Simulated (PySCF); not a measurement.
**HO3P under other conditions**

How does HO3P answer to another spin, charge, distance or environment?

Method: method and basis as typed in the scripts; program: PySCF 2.14.0.

2 further runs of the same task are left out: 2 that didn't finish.

### 1 The system as given

HO3P: 5 atoms, charge 0, spin multiplicity 1.

Bond lengths: P1–O2 1.419 Å, P1–O3 1.424 Å, P1–O4 1.542 Å, O4–H5 0.947 Å. Angles: O2–P1–O3 133.8°, O2–P1–O4 112.3°, O3–P1–O4 113.9°, P1–O4–H5 111.3°.

### 2 Base script

File input.py:

```python
from pyscf import gto, scf

mol = gto.M(
    atom='P 0.057 0.0935 0; O 1.4716 -0.0123 0; O -0.8494 1.1924 0; O -0.6337 -1.2853 0; H -1.5768 -1.1973 0',
    basis='lanl2dz',
    ecp={'P': 'lanl2dz'},
    charge=0,
    spin=0,
    verbose=4,
)
mf = scf.RHF(mol)
mf = mf.density_fit(auxbasis='def2-universal-jkfit')
mf.kernel()
mf.nuc_grad_method().kernel()
mf.dip_moment()
print('orbital energies (hartree):', mf.mo_energy[..., max(0, mol.nelec[1]-3):mol.nelec[0]+3].round(4))
```

Started as:

```
$ OMP_NUM_THREADS=1 python input.py
```

Its log is not repeated here.

In short: E(SCF) = -231.291710 Eh, 11 cycles, μ = 3.70 D.

### 3 Coordinates × 0.5

Edit 1 changes geometry: coordinates × 0.98 → coordinates × 0.5.

File input.py:

```python
from pyscf import gto, scf

mol = gto.M(
    atom='P 0.0291 0.0477 0; O 0.7508 -0.0063 0; O -0.4334 0.6083 0; O -0.3233 -0.6558 0; H -0.8045 -0.6109 0',
    basis='lanl2dz',
    ecp={'P': 'lanl2dz'},
    charge=0,
    spin=0,
    verbose=4,
)
mf = scf.RHF(mol)
mf = mf.density_fit(auxbasis='def2-universal-jkfit')
mf.kernel()
mf.nuc_grad_method().kernel()
mf.dip_moment()
print('orbital energies (hartree):', mf.mo_energy[..., max(0, mol.nelec[1]-3):mol.nelec[0]+3].round(4))
```

Started as:

```
$ OMP_NUM_THREADS=1 python input.py
```

### 4 Lengths in bohr

Edit 2 changes length unit: angstrom → bohr.

Edit input.py of step 2 so:

```diff
@@ -8,2 +8,3 @@
     spin=0,
+    unit='bohr',
     verbose=4,
```

Before running it: what results should come out? Wanted: for each run, E(SCF); from base; gap; SCF dipole.

**Answer**, as computed:

| run | E(SCF) (hartree) | from base (eV) | cycles | gap (eV) | SCF dipole (D) |
| --- | --- | --- | --- | --- | --- |
| base | -231.291710 | 0 | 11 | 15.80 | 3.70 |
| coordinates × 0.5 (poor choice) | -218.122821 | +358.3437 | 10 | 14.75 | 2.74 |
| lengths in bohr (poor choice) | -219.942457 | not comparable | 10 | 16.08 | 2.80 |

**Reading.** Rows marked «poor choice» come from settings spoiled on purpose.
